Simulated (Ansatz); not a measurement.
A made-up structure of CH2FSi (charge -1), closed shell:

C1  (0.369, 0.158, 0.103)
Si2  (-0.856, -0.950, -0.151)
F3  (0.593, 1.483, -0.020)
H4  (-2.159, -0.669, -0.642)
H5  (1.316, -0.142, 0.474)
(Å)

It is relaxed with PBE-D4/def2-SVPD and then PBE0-D4/def2-TZVPD (Ansatz 0.2.0). Atoms count as bonded within 1.22 times the sum of their covalent radii (H–H: 0.88 Å). The end point is not checked to be a true minimum.

Task: Does its bonding change? (A judgement: the text doesn't fix the answer.)

Result: The calculation gives: No: no bond forms or breaks.

Where it ends: The first stage lowers the energy by 1.05 eV in 8 steps. It ends as CH₂FSi ([F][CH][SiH]), total charge -1:
```
atom    x (Å)    y (Å)    z (Å)
  C1   0.3797   0.0605   0.1229
 Si2  -0.8221  -1.2056  -0.1098
  F3   0.2675   1.4325  -0.1137
  H4  -1.9542  -0.2887  -0.6332
  H5   1.3918  -0.1188   0.4985
```

Labels in which every atom is bracketed show which atoms are joined, not bond orders.

For scale, one of the runs: PBE0-D4/def2-TZVPD relaxation, 138 basis functions, launched by `ansatz run in.yaml --threads 2 --pin off --events-out ev --progress --plain --max-ram 4352MiB`. Hardware: 2 CPU threads of an Arm Neoverse V1, shared host. Wall time about 18 s.
